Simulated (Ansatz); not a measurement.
**AlN₂ (doublet): wave-function methods side by side, def2-QZVPP**

An exercise on one series of results from a longer session: the logs are not shown, and one member is left open.

The runs use Ansatz 0.2.0, Gaussian basis; def2-QZVPP, core rule «outside noble gas», up to 7 orbitals frozen.

The runs, in order: UHF; ROHF; CCSD(T) on UHF.

### The system

The geometry is a PBE0/def2-TZVP stationary point (not a proven minimum) of the parent state, kept for this charge and spin.

3 atoms, charge 0, spin multiplicity 2.

Atoms are counted from 1 here; the program's logs count them from 0.

Bond lengths: Al1–N2 1.785 Å, N2–N3 1.137 Å. Angles: Al1–N2–N3 180.0°.

The first run:

in.yaml reads:

```yaml
crystal:
  periodic: [false, false, false]
  atoms:
    - {symbol: Al, position_ang: [0.000000, 0.000000, 1.569200]}
    - {symbol: N, position_ang: [0.000000, 0.000000, -0.216000]}
    - {symbol: N, position_ang: [0.000000, 0.000000, -1.353200]}
basis:
  gaussian: {orbitals: "def2-QZVPP.json"}
magnetization: {spin_polarized: true, initial_magnetization: 1}
hamiltonian: {xc: hf}
output: {orbitals: {seedname: orbitals}}
```

On the command line:

```
ansatz run in.yaml --threads 1 --pin off --events-out ev --progress --plain --max-ram 2393MiB
```

Steps of the session up to this table: UHF; ROHF; CCSD(T) on UHF.

One table of the session follows, with a row left open; its other results are not shown here.

It belongs to the step «Misses and costs». 

| method | from UCCSD(T) (meV) |
| --- | --- |
| ROHF | ? |
| UHF | +13048.9 |
| UMP2 | +1046.5 |
| UCCSD | +655.8 |
| UCCSD(T) | 0 |

Estimate the missing values for ROHF.

**Answer.** from UCCSD(T) (meV): +13253.5. In the column «from UCCSD(T) (meV)» it is the highest.
